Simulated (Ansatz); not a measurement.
```yaml
crystal:
  periodic: [false, false, false]
  atoms:
    - {symbol: Zn, position_ang: [-0.325883, -0.263784, -0.062036]}
    - {symbol: N, position_ang: [1.246829, 1.084013, 0.086781]}
    - {symbol: H, position_ang: [0.522699, -0.422132, 1.801465]}
    - {symbol: H, position_ang: [2.161085, 0.672028, 0.228030]}
    - {symbol: H, position_ang: [1.137612, 1.804213, 0.790295]}
basis:
  gaussian: {orbitals: def2-TZVP}
magnetization: {spin_polarized: true, initial_magnetization: 2}
hamiltonian: {xc: pbe0}
relax: {f_tol: 0.004, max_steps: 80}
```

```sh
$ ansatz run in.yaml --threads 1 --pin off --events-out ev --progress --plain --max-ram 2176MiB
```

Steps of the relaxation (energy above the last step; positions in Å, forces in eV/Å):

```
5
step 1, 182.4 meV
Zn   -0.326   -0.264   -0.062    0.801    0.365    0.722
N     1.247    1.084    0.087   -0.622   -0.319   -0.489
H     0.523   -0.422    1.801   -0.234    0.111   -0.649
H     2.161    0.672    0.228    0.136   -0.199    0.149
H     1.138    1.804    0.790   -0.081    0.042    0.268
```

```
5
step 2, 4.0 meV
Zn   -0.270   -0.271    0.054    0.106    0.049    0.095
N     1.244    1.087    0.074   -0.145   -0.073   -0.119
H     0.525   -0.332    1.624   -0.075   -0.036   -0.064
H     2.133    0.629    0.265    0.058    0.028    0.044
H     1.110    1.761    0.827    0.056    0.031    0.045
```

```
5
step 3, 0.3 meV
Zn   -0.259   -0.273    0.077   -0.017    0.006   -0.043
N     1.246    1.092    0.069   -0.043   -0.025   -0.028
H     0.487   -0.368    1.628    0.020    0.000    0.037
H     2.145    0.647    0.254    0.017    0.014    0.019
H     1.124    1.776    0.815    0.024    0.006    0.015
```

```
5
step 6, 0.0 meV
Zn   -0.261   -0.271    0.072    0.002    0.001    0.001
N     1.243    1.089    0.069   -0.005   -0.002   -0.005
H     0.491   -0.366    1.632    0.000    0.000    0.000
H     2.144    0.647    0.256    0.003   -0.001    0.002
H     1.125    1.775    0.816    0.000    0.002    0.003
```

```
5
step 7, 0.0 meV
Zn   -0.260   -0.271    0.072    0.000    0.000    0.000
N     1.243    1.089    0.069    0.000    0.000    0.000
H     0.492   -0.366    1.632    0.000    0.000    0.000
H     2.144    0.647    0.256    0.000    0.000    0.000
H     1.124    1.775    0.816    0.000    0.000    0.000
```

Close pairs at the end: N2–H4 1.021 Å, N2–H5 1.021 Å, Zn1–H3 1.734 Å, Zn1–N2 2.028 Å.

A stationary point of unrestricted PBE0 after 7 steps, with ⟨S²⟩ = 2.013 against 2.00 for a pure state; no frequencies were run, so it isn't proven a minimum. 32 s on 1 thread of Arm Neoverse V1, shared host.
